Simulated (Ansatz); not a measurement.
How the equilibrium lattice constant a of Sb (model structure, started from the beta-W type, Pm-3n, No. 223, 8 atoms in the cell) moves with the method

No measured value is used here.

```tsv
level (code)	value (Å)
PBE (Ansatz)	…
PBEsol (Ansatz)	5.977
PBE-D3(BJ) (Ansatz)	5.975
```

Some entries are withheld; supply them.


- PBE (Ansatz, a first-principles code), value (Å): 6.075

Ansatz's density-functional and Hartree–Fock values are scalar-relativistic unless marked +SOC, with PAW data made under PBE.

A model structure was made by putting elements into a prototype or built by hand; it is no filed structure, need not be a known phase, and can be a saddle point held by its symmetry.
